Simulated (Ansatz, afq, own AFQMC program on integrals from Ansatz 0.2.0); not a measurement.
# AlNH3, doublet in cc-pVDZ, levels against CCSDT(Q)

```
atom   x (Å)    y (Å)    z (Å)
  Al  0.0000   0.0000   0.5851
   N  0.0000   0.0000  -1.1592
   H  0.0000   1.4073   1.3050
   H  0.0000  -1.4073   1.3050
   H  0.0000   0.0000  -2.1640
```

Connectivity, by distances: AlH2–NH.

Basis cc-pVDZ. Only valence electrons are correlated. Ansatz 0.2.0 and our own AFQMC program on the same integrals; the CISD trial comes from CCSD amplitudes, and released means the phaseless constraint is let go. Error bars are statistical, one sigma.

Determinant: ROHF, the one that the program's search chose, which needn't be the lowest solution. The geometry is a point of a scan.

No full CI on the walks' own integrals is used here; CCSDT(Q) serves as the reference and is uncertain by about the last step of the cluster series.

The T1 diagnostic is 0.0234 and the weight of the determinant in the CISD state is 0.891. The size of the correlated space is 11 electrons in 41 orbitals.

Reference: CCSDT(Q), correlation energy -6.678 eV. The released energy is read at 1.62 1/Eh, later times being too noisy (meV from the phaseless value at times in 1/Eh: 1 ± 13 at 0.24, -11 ± 15 at 0.51, -38 ± 12 at 0.99, -14 ± 14 at 1.62, -27 ± 20 at 2.40).

```
         level  E − E(reference) (mEh)  share of correlation (%)
            HF                  245.40                      0.00
           MP2                   39.16                     84.04
          CCSD                    6.28                     97.44
       CCSD(T)                    1.36                     99.44
         CCSDT                    0.42                     99.83
   ph-AFQMC/HF             2.02 ± 2.25                     99.18
 ph-AFQMC/CISD             0.90 ± 0.37                     99.63
released AFQMC             0.38 ± 0.50                     99.84
```

A walk keeps the symmetry of its determinant, which the program's search chose and which needn't be the lowest solution, so a lower state of the same spin and another symmetry isn't excluded. Released energies are given only where the last usable release times agree within the noise; a slower fall can still hide under it.
